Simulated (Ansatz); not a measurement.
The input, for Ansatz 0.2.0:

```yaml
crystal:
  periodic: [false, false, false]
  atoms:
    - {symbol: Cl, position_ang: [0.017539, -0.372733, 1.703409]}
    - {symbol: Si, position_ang: [0.019119, 0.850411, 0.036379]}
    - {symbol: P, position_ang: [-0.080618, -0.331858, -1.912861]}
    - {symbol: H, position_ang: [1.327734, -0.387755, -2.147109]}
basis:
  gaussian: {orbitals: STO-3G}
total_charge: 1
magnetization: {spin_polarized: false, initial_magnetization: 4}
correlation: {method: ccsdt, electrons: all}
accuracy: high
```

```sh
$ ansatz run in.yaml --threads 1 --pin off --events-out ev --progress --plain --max-ram 2393MiB
```

Output:

```
505 factors; integrals over basis functions are off by at most 2.0e-8 eV
mean field evaluation 1: about -29313.9720 eV, gradient 1.5e1 eV
mean field evaluation 2: about -29314.0236 eV, gradient 1.5e1 eV
mean field evaluation 4: about -29316.5588 eV, gradient 6.2e0 eV
mean field evaluation 8: about -29317.1814 eV, gradient 1.7e-1 eV
mean field evaluation 16: about -29317.1793 eV, gradient 2.1e-8 eV
mean field evaluation 32: about -29315.6304 eV, gradient 1.8e0 eV
mean field evaluation 64: about -29314.7533 eV, gradient 7.1e0 eV
mean field evaluation 96: about -29311.5209 eV, gradient 8.8e-1 eV
mean field evaluation 128: about -29311.3180 eV, gradient 1.6e0 eV
mean field -29317.17927494 eV, -1077.3864664563 hartree, gradient 2.1e-8 eV, S^2 6.000000; 2 other end points of the search recorded, 0 dependent functions left out
mean field evaluation 160: about -29314.1234 eV, gradient 1.2e1 eV
reference -29317.17927494 eV, -1077.3864664563 hartree; 25, 21 occupied and 3, 7 virtual orbitals, 505 factors
second order -1.18257836 eV of doubles, -0.01484937 eV of singles
...
cycle  25  -1.78919866 eV  change    1.4e-7 eV  update   2.5e-7
cycle  26  -1.78919858 eV  change    8.0e-8 eV  update   1.7e-7
cycle  27  -1.78919860 eV  change   -2.2e-8 eV  update   8.5e-8
cycle  28  -1.78919862 eV  change   -1.6e-8 eV  update   6.1e-8
cycle  29  -1.78919863 eV  change   -1.2e-8 eV  update   4.6e-8
cycle  30  -1.78919863 eV  change   -1.9e-9 eV  update   2.1e-8
cycle  31  -1.78919853 eV  change    1.1e-7 eV  update   4.3e-8
cycle  32  -1.78919850 eV  change    3.1e-8 eV  update   2.0e-8
cycle  33  -1.78919848 eV  change    1.3e-8 eV  update   1.0e-8
cycle  34  -1.78919848 eV  change   -1.4e-9 eV  update   5.7e-9
Total energy: -29318.96847343 eV, -1077.4522182878 hartree
```

Ran on 1 thread of Arm Neoverse V2, shared host: 17 s wall, 0.24 GiB peak host memory.
